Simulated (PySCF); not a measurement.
# Cl2: geometry, coupled-cluster ionisations and excitations

What coupled-cluster ionisations and excitations should Cl2 (`ClCl`) show?

The runs use PySCF 2.14.0, with density-fitted response routines of our own; the level of theory stands in each step. All values are computed, except where a source is named. Atoms are numbered from 0 throughout.

### Step 1. The molecule as given

2 atoms, charge 0, multiplicity 1; geometry from: GFN2-xTB.

Bonds of the start (Å): Cl0–Cl1 2.02.

### Step 2. Optimising the geometry at PBE0-D3(BJ)/def2-TZVP

Job settings and geometry (Å):

```
{"job": {"xc": "PBE0", "basis": "def2-TZVP", "d3": "d3bj", "grid": 2, "kind": "geom"}, "charge": 0, "multiplicity": 1}
Cl     0.000000     0.000000     0.000000
Cl     0.000000     0.000000     2.016610
```

**Question.** This job is followed by: EOM-CCSD/cc-pVTZ, vertical, frozen core, gas phase. Predict these results of the whole session: point group; rotational constants (main isotopes); correlation energy, MP2 and CCSD; T1 diagnostic; first ionisation (EOM-IP-CCSD).

**Answer**, as computed:

```
                            quantity              value
                         point group                D∞h
rotational constants (main isotopes)     7.35, 7.35 GHz
    correlation energy, MP2 and CCSD  -10.28, -11.16 eV
                       T1 diagnostic             0.0079
      first ionisation (EOM-IP-CCSD)           11.45 eV
```

What this shows: Over 3 steps the energy fell by 0.012 eV; of the close pairs, Cl0–Cl1 changed most, 2.017 to 1.983 Å. MP2 recovers 92 % of the CCSD correlation energy. For the hole of the first ionisation, Koopmans' theorem lies 0.59 eV above EOM-IP-CCSD.
